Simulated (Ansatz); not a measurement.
CHO (SMILES [CH]=O, charge +1) moved off its minimum; all values from Ansatz (a program for electronic structure), cores frozen in correlated methods.
(charge 1, multiplicity 1)
```xyz
3

C      0.0268     0.0694    -0.4817
O     -0.0276     0.0516     0.5554
H     -0.0389     0.0597    -1.6826
```

| level | largest force (eV/Å) | on atom | rms difference from CCSD(T)/aug-cc-pVTZ (eV/Å) | dipole (D) |
|---|---|---|---|---|
| HF/def2-TZVPP | 11.04 | C1 | 2.373 | - |
| PBE/def2-TZVPP | 15.65 | C1 | 0.125 | - |
| r2SCAN/def2-TZVPP | 14.60 | C1 | 0.589 | - |
| B3LYP/def2-TZVPP | 14.19 | C1 | 0.780 | - |
| wB97M-V/def2-TZVPP | 14.21 | C1 | 0.773 | - |
| MP2/aug-cc-pVTZ | 16.63 | C1 | 0.326 | - |
| CCSD(T)/aug-cc-pVTZ | 15.88 | C1 | 0.000 | - |

The differences count from one level among others, with limits of its own. Forces at CCSD(T)/aug-cc-pVTZ (eV/Å):

```json
[
 {"atom": "C1", "Fx": "0.082", "Fy": "0.095", "Fz": "-15.878"},
 {"atom": "O2", "Fx": "-0.444", "Fy": "-0.167", "Fz": "13.155"},
 {"atom": "H3", "Fx": "0.361", "Fy": "0.072", "Fz": "2.723"}
]
```
